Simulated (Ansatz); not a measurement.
# CH₂N (doublet): from Hartree-Fock to the top rungs at a displaced geometry (v2), cc-pVDZ

How much of the correlation energy of CH₂N (doublet) does each wave-function method recover here?

The runs use Ansatz 0.2.0, Gaussian basis; cc-pVDZ, core rule «outside noble gas», up to 2 orbitals frozen.

To be run: UHF; CCSD(T) on ROHF; CCSD(T) on UHF; BCCD(T) on ROHF; CISD as a restricted active space (open shells left free, so some higher excitations enter); CCSDT(Q) on ROHF; CCSDT(Q) on UHF; CASSCF and MRCISD+Q, 11 electrons in 10 orbitals; CASSCF and NEVPT2, 11 electrons in 10 orbitals.

25 further runs of the same task are left out: 11 that didn't finish, 14 set aside as unsound or not needed. Runs told in other sessions of the task aren't counted.

### 1 The geometry

The geometry is a PBE0/def2-TZVP stationary point (not a proven minimum) with its atoms shifted at random (size 0.100 Å).

4 atoms, charge 0, spin multiplicity 2.

Atoms are counted from 1 here; the program's logs count them from 0.

Bond lengths: N1–C2 1.228 Å, N1–H3 1.010 Å, C2–H4 1.156 Å. Angles: C2–N1–H3 118.1°, N1–C2–H4 119.1°.

### 2 UHF

The input, in.yaml:

```yaml
crystal:
  periodic: [false, false, false]
  atoms:
    - {symbol: N, position_ang: [0.073998, -0.171902, 0.542280]}
    - {symbol: C, position_ang: [-0.090877, 0.203524, -0.615721]}
    - {symbol: H, position_ang: [-0.014256, 0.511330, 1.280372]}
    - {symbol: H, position_ang: [0.068852, -0.547729, -1.479112]}
basis:
  gaussian: {orbitals: cc-pVDZ}
magnetization: {spin_polarized: true, initial_magnetization: 1}
hamiltonian: {xc: hf}
output: {orbitals: {seedname: orbitals}}
```

Launch:

```bash
> ansatz run in.yaml --threads 1 --pin off --events-out ev --progress --plain --max-ram 2393MiB
```

Further steps of the session: CCSD(T) on ROHF; CCSD(T) on UHF; BCCD(T) on ROHF; CISD as a restricted active space (open shells left free, so some higher excitations enter); CCSDT(Q) on ROHF; CCSDT(Q) on UHF; CASSCF and MRCISD+Q, 11 electrons in 10 orbitals; CASSCF and NEVPT2, 11 electrons in 10 orbitals.

Before running them: what should the planned runs give, taken together? Wanted: UCCSDT(Q) from the RHF energy; RMP2 from UCCSDT(Q); UMP2 from UCCSDT(Q); RCCSD from UCCSDT(Q); RCCSD(T) from UCCSDT(Q); UCCSD(T) from UCCSDT(Q); RCCSDT(Q) from UCCSDT(Q); NEVPT2 valence from UCCSDT(Q); MRCISD+Q valence from UCCSDT(Q).

As calculated:

```
                         quantity                                        value
    UCCSDT(Q) from the ROHF energy                                   -8.5868 eV
              RMP2 from UCCSDT(Q)                                   +885.0 meV
              UMP2 from UCCSDT(Q)                                  +1025.8 meV
             RCCSD from UCCSDT(Q)                                   +351.0 meV
          RCCSD(T) from UCCSDT(Q)                                    +46.6 meV
          UCCSD(T) from UCCSDT(Q)                                    +52.1 meV
         RCCSDT(Q) from UCCSDT(Q)                                     +3.5 meV
    NEVPT2 valence from UCCSDT(Q)                                   +943.5 meV
  MRCISD+Q valence from UCCSDT(Q)                                    +25.5 meV
levels within 1 kcal/mol (43 meV)  RCCSDT, UCCSDT, RCCSDT(Q), MRCISD+Q valence
                    T1 diagnostic                                        0.029
   effectively unpaired electrons                                         1.05
```

**Reading.** RCCSD(T) misses by +46.6 meV, 0.5 % of the correlation energy. One determinant dominates. Of the multireference levels listed MRCISD+Q valence comes nearest in total energy (+25.5 meV), which doesn't show that its space is the better one. These misses are within one basis, not against nature; the frozen cores of restricted and unrestricted runs differ, which can shift their rows.

With open shells the CI space here admits some higher excitations, so it is larger than plain CISD.
